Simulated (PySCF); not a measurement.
# CH4BS (SMILES [BH]SC), step by step

Aim: an energy scan (UMP2/ccECP-cc-pVDZ), then the energy along one coordinate (UCCSD(T)/6-31G) of CH4BS. 

The results are computed with PySCF 2.14.0.

**1. The system as given**

CH4BS: 7 atoms, total charge 0, spin state doublet. As SMILES, `[BH]SC`. Geometry: relaxed at GFN2-xTB. This is one conformer, not always the lowest.

Bond lengths: B1–S2 1.700 Å, S2–C3 1.866 Å, B1–H4 1.157 Å, C3–H5 1.084 Å, C3–H6 1.084 Å, C3–H7 1.084 Å. Angles: B1–S2–C3 105.5°, S2–B1–H4 128.1°, S2–C3–H5 108.9°, S2–C3–H6 109.2°, S2–C3–H7 106.8°, H5–C3–H6 110.8°, H5–C3–H7 110.4°, H6–C3–H7 110.6°.

**2. An energy scan at UMP2/ccECP-cc-pVDZ (core potential) (run 1)**

File job.py:

```python
import numpy
from pyscf import gto, scf, mp
from scipy.spatial.transform import Rotation

mol = gto.M(
    atom='''
B       -1.704520      -0.370370      -0.327470
S       -0.280580      -0.951870       0.395930
C        1.000390       0.374800       0.113830
H       -2.739450      -0.884260      -0.381960
H        1.216570       0.433990      -0.947150
H        0.621480       1.320500       0.483530
H        1.886100       0.077210       0.663290
''',
    max_memory=1860,
    spin=1,
    charge=0,
    basis='ccecp-cc-pvdz',
    ecp={'B': 'ccecp', 'S': 'ccecp', 'C': 'ccecp', 'H': 'ccecp'},
    verbose=3,
)

x0 = mol.atom_coords(unit='angstrom')
axis = x0[1] - x0[2]
r0 = -67.106  # dihedral 5-3-2-1 of the start, degrees
axis /= numpy.linalg.norm(axis)
dm = None
scan, good = [], []
for r in [0, 30, 60, 90, 120, 150, 180]:
    xyz = x0.copy()
    xyz[[0, 1, 3]] = Rotation.from_rotvec(axis * numpy.radians(r - r0)).apply(x0[[0, 1, 3]] - x0[1]) + x0[1]
    mol.set_geom_(xyz, unit='angstrom')
    mf = scf.UHF(mol)
    mf.kernel(dm0=dm)
    dm = mf.make_rdm1()
    pt = mp.MP2(mf).run()
    e_tot = pt.e_tot
    scan.append((r, e_tot))
    good.append(mf.converged)
    print('dihedral = %.1f deg   E = %.8f Eh   converged: %s' % (r, e_tot, good[-1]))

e0 = min(e for r, e in scan)
print('angle   E - Emin (kcal/mol)')
for r, e in scan:
    print('%6.3f %10.3f' % (r, (e - e0) * 627.5095))
```

Started as:

```sh
$ OMP_NUM_THREADS=1 python job.py
```

What it wrote:

```text
converged SCF energy = -20.44187986542  <S^2> = 0.7617248  2S+1 = 2.0116906
E(UMP2) = -20.7775248762191  E_corr = -0.335645010799084
E(SCS-UMP2) = -20.7782348083137  E_corr = -0.336354942893707
dihedral = 0.0 deg   E = -20.77752488 Eh   converged: True
converged SCF energy = -20.4417414533028  <S^2> = 0.761776  2S+1 = 2.0117415
E(UMP2) = -20.7771892616823  E_corr = -0.335447808379507
E(SCS-UMP2) = -20.7779501909005  E_corr = -0.336208737597701
dihedral = 30.0 deg   E = -20.77718926 Eh   converged: True
converged SCF energy = -20.4416689802044  <S^2> = 0.76177116  2S+1 = 2.0117367
E(UMP2) = -20.7769209960162  E_corr = -0.335252015811817
E(SCS-UMP2) = -20.7777304641363  E_corr = -0.336061483931935
dihedral = 60.0 deg   E = -20.77692100 Eh   converged: True
converged SCF energy = -20.4417010258214  <S^2> = 0.76173887  2S+1 = 2.0117046
E(UMP2) = -20.777181847776  E_corr = -0.335480821954558
E(SCS-UMP2) = -20.7779340799128  E_corr = -0.336233054091421
dihedral = 90.0 deg   E = -20.77718185 Eh   converged: True
converged SCF energy = -20.4417690545787  <S^2> = 0.76171691  2S+1 = 2.0116828
E(UMP2) = -20.7774648444382  E_corr = -0.335695789859479
E(SCS-UMP2) = -20.7781631452544  E_corr = -0.336394090675619
dihedral = 120.0 deg   E = -20.77746484 Eh   converged: True
converged SCF energy = -20.4417320275395  <S^2> = 0.76173002  2S+1 = 2.0116958
E(UMP2) = -20.7771881429538  E_corr = -0.33545611541425
E(SCS-UMP2) = -20.777945369797  E_corr = -0.336213342257517
dihedral = 150.0 deg   E = -20.77718814 Eh   converged: True
converged SCF energy = -20.4417232648606  <S^2> = 0.76175375  2S+1 = 2.0117194
E(UMP2) = -20.7769639405331  E_corr = -0.335240675672526
E(SCS-UMP2) = -20.7777750268053  E_corr = -0.336051761944749
dihedral = 180.0 deg   E = -20.77696394 Eh   converged: True
angle   E - Emin (kcal/mol)
 0.000      0.000
30.000      0.211
60.000      0.379
90.000      0.215
120.000      0.038
150.000      0.211
180.000      0.352
```

Wall time 17 s (1 thread of Arm Neoverse V1, shared host); peak memory 0.16 GiB.

The scan, from its lowest point:

| H5–C3–S2–B1 (°) | energy (kJ/mol) |
| --- | --- |
| 0.000 | 0.0 |
| 30.000 | 0.9 |
| 60.000 | 1.6 |
| 90.000 | 0.9 |
| 120.000 | 0.2 |
| 150.000 | 0.9 |
| 180.000 | 1.5 |

**3. An energy scan at UCCSD(T)/6-31G (run 2)**

File mol.xyz:

```xyz
7
CH4BS
B     -1.704520    -0.370370    -0.327470
S     -0.280580    -0.951870     0.395930
C      1.000390     0.374800     0.113830
H     -2.739450    -0.884260    -0.381960
H      1.216570     0.433990    -0.947150
H      0.621480     1.320500     0.483530
H      1.886100     0.077210     0.663290
```

File calc.py:

```python
import numpy
from pyscf import gto, cc
from scipy.spatial.transform import Rotation

system = gto.M(
    atom='mol.xyz',
    max_memory=1860,
    basis='6-31g',
    verbose=3,
    spin=1,
)

x0 = system.atom_coords(unit='angstrom')
axis = x0[1] - x0[2]
r0 = -67.106  # dihedral 5-3-2-1 of the start, degrees
axis /= numpy.linalg.norm(axis)
dm = None
scan, good = [], []
for r in [0, 30, 60, 90, 120, 150, 180]:
    xyz = x0.copy()
    xyz[[0, 1, 3]] = Rotation.from_rotvec(axis * numpy.radians(r - r0)).apply(x0[[0, 1, 3]] - x0[1]) + x0[1]
    system.set_geom_(xyz, unit='angstrom')
    calc0 = system.UHF()
    calc0.max_cycle = 100
    calc0 = calc0.newton()
    calc0.kernel(dm0=dm)
    dm = calc0.make_rdm1()
    mycc = cc.CCSD(calc0, frozen=7)
    mycc.kernel()
    e_t = mycc.ccsd_t()
    e_tot = mycc.e_tot + e_t
    scan.append((r, e_tot))
    good.append(calc0.converged and mycc.converged)
    print('dihedral = %.1f deg   E = %.8f Eh   converged: %s' % (r, e_tot, good[-1]))

e0 = min(e for r, e in scan)
print('angle   E - Emin (kcal/mol)')
for r, e in scan:
    print('%6.3f %10.3f' % (r, (e - e0) * 627.5095))
```

Started as:

```sh
$ OMP_NUM_THREADS=1 python calc.py
```

What it wrote:

```text
converged SCF energy = -462.279108127954  <S^2> = 0.76131296  2S+1 = 2.0112811
E(UCCSD) = -462.4985093695724  E_corr = -0.2194012416183872
UCCSD(T) correction = -0.00574624687520025
dihedral = 0.0 deg   E = -462.50425562 Eh   converged: True
converged SCF energy = -462.278853902755  <S^2> = 0.7613234  2S+1 = 2.0112915
E(UCCSD) = -462.4979920666981  E_corr = -0.2191381639427977
UCCSD(T) correction = -0.00572540430117726
dihedral = 30.0 deg   E = -462.50371747 Eh   converged: True
converged SCF energy = -462.278673192784  <S^2> = 0.76127158  2S+1 = 2.01124
E(UCCSD) = -462.4975600833185  E_corr = -0.2188868905340593
UCCSD(T) correction = -0.00570482550587877
dihedral = 60.0 deg   E = -462.50326491 Eh   converged: True
converged SCF energy = -462.278784531461  <S^2> = 0.76127246  2S+1 = 2.0112409
E(UCCSD) = -462.4979953942679  E_corr = -0.2192108628065521
UCCSD(T) correction = -0.00573026234952796
dihedral = 90.0 deg   E = -462.50372566 Eh   converged: True
converged SCF energy = -462.278949529649  <S^2> = 0.76128107  2S+1 = 2.0112494
E(UCCSD) = -462.4984289589206  E_corr = -0.2194794292715091
UCCSD(T) correction = -0.00575313130114317
dihedral = 120.0 deg   E = -462.50418209 Eh   converged: True
converged SCF energy = -462.278809495561  <S^2> = 0.76126011  2S+1 = 2.0112286
E(UCCSD) = -462.4979952577646  E_corr = -0.2191857622032503
UCCSD(T) correction = -0.00572747183274393
dihedral = 150.0 deg   E = -462.50372273 Eh   converged: True
converged SCF energy = -462.278729408334  <S^2> = 0.76125815  2S+1 = 2.0112266
E(UCCSD) = -462.4976054889482  E_corr = -0.2188760806143251
UCCSD(T) correction = -0.00570333444625386
dihedral = 180.0 deg   E = -462.50330882 Eh   converged: True
angle   E - Emin (kcal/mol)
 0.000      0.000
30.000      0.338
60.000      0.622
90.000      0.333
120.000      0.046
150.000      0.334
180.000      0.594
```

It took 20 s on 1 thread of Arm Neoverse V1, shared host; peak memory 0.16 GiB.

The scan, from its lowest point:

| H5–C3–S2–B1 (°) | energy (kJ/mol) |
| --- | --- |
| 0.000 | 0.0 |
| 30.000 | 1.4 |
| 60.000 | 2.6 |
| 90.000 | 1.4 |
| 120.000 | 0.2 |
| 150.000 | 1.4 |
| 180.000 | 2.5 |
